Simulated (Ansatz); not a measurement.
Geometry optimisation, Ansatz, RKS PBE0-D4/def2-SVPD.

input.yaml

```yaml
crystal:
  periodic: [false, false, false]
  atoms:
    - { symbol: C, position_ang: [-0.2432, 0.68836, -0.61874] }
    - { symbol: B, position_ang: [0.49927, 0.45456, 0.75386] }
    - { symbol: Mg, position_ang: [0.50228, -1.64184, 0.97273] }
    - { symbol: H, position_ang: [-1.30912, 0.75199, -0.35548] }
    - { symbol: H, position_ang: [-0.00457, 1.62356, -1.13249] }
    - { symbol: H, position_ang: [-0.15716, -0.13143, -1.34816] }
    - { symbol: H, position_ang: [0.72618, 1.46155, 1.32682] }
    - { symbol: H, position_ang: [-0.01367, -3.20674, 0.40145] }
basis:
  gaussian: { orbitals: def2-SVPD }
hamiltonian:
  xc: pbe0
  dispersion: d4
relax:
  f_tol: 0.015
  max_steps: 40
output:
  orbitals: {}
```

Run as:

```bash
$ ansatz run input.yaml --threads 2 --pin off --max-ram 3072MiB --backend cpu --events-out ev --progress --plain --runs-dir out
```

Problem. Where does it end, and by what steps?

Solution. The run converged. The force dipped under the threshold on the way, but the program's further checks kept it going. After 11 steps the energy has fallen by 0.367 eV; H8 moved furthest, 1.08 Å.

```
step  energy less start (eV)  largest force component (eV/Å)  accepted
   0                  0.0000                           1.663       yes
   1                 -0.1821                           0.466       yes
   2                 -0.2532                           0.191       yes
   3                 -0.2980                           0.177       yes
   4                 -0.3313                           0.195       yes
   5                 -0.3357                           0.586       yes
   6                 -0.3637                           0.114       yes
   7                 -0.3666                           0.060       yes
   8                 -0.3670                           0.018       yes
   9                 -0.3670                           0.040        no
  10                 -0.3671                           0.010       yes
  11                 -0.3672                           0.007       yes
```

```xyz
8
Properties=species:S:1:pos:R:3
C -0.286 0.956 -0.786
B 0.302 0.248 0.477
Mg 0.396 -2.014 0.894
H -1.314 1.199 -0.433
H 0.165 1.931 -1.031
H -0.412 0.361 -1.701
H 0.670 1.016 1.350
H 0.479 -3.698 1.229
```

Whether the end is a true minimum wasn't checked by a vibrational analysis.

Time of the run: 20 s on 2 threads of Intel(R) Xeon(R) Platinum 8375C CPU @ 2.90GHz (Ice Lake), on a shared host, peak memory 0.19 GiB.
